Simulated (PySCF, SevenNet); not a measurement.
## Bulk modulus B0 of rock-salt MgS: levels of theory against measurement

Reference value: 81 GPa (measured, corrected for zero-point motion; as tabulated in Goldzak et al. (2022), arXiv:2208.04865).

**Question.** What do SevenNet-l3i5, PBE0, Hartree–Fock, MP2, CCSD, CCSD(T) give, and how far is each from the reference?

**Answer.** 
```tsv
level (code)	value (GPa)	cell (Å³/atom)	error (%)
SevenNet-l3i5	72.7	17.86	-10.2
PBE0 (PySCF)	75.9 ± 2	17.58	-6.3
Hartree–Fock (PySCF)	77.6 ± 2	18.44	-4.2
MP2 (PySCF)	85.5 ± 3	17.36	+5.6
CCSD (PySCF)	82.4 ± 3	17.55	+1.7
CCSD(T) (PySCF)	82.3 ± 3	17.56	+1.6
```

Once the reference is moved by up to 5.0 % (a margin picked here for doubts on the reference and the settings) and values within 1.7 % count as equal, the nearest can be CCSD(T) (+1.6 %), CCSD (+1.7 %), Hartree–Fock (-4.2 %), MP2 (+5.6 %) or PBE0 (-6.3 %).

A ± on a computed value is a rough bar: the spread of its extrapolation, a floor set from checks against published values, or a statistical error. Each level is taken at its own relaxed cell.

Machine-learned potentials (SevenNet-l3i5) are trained on DFT data: a solid inside that data is no test of them.

Differences are worked out from the printed values.
